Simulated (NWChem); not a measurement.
System: S cation, quartet

Program: NWChem. Spin-unrestricted. Medium grid unless said otherwise, to which SCAN and Minnesota functionals are sensitive. No stability test was run on the SCF state.

### Question
What does the run give for r2SCAN0/def2-TZVP? Quantities: highest occupied level (eV); lowest empty minus highest occupied level, either spin (eV); <S²>.

### Answer
- highest occupied level (eV): -19.87
- lowest empty minus highest occupied level, either spin (eV): 6.90
- <S²>: 3.75
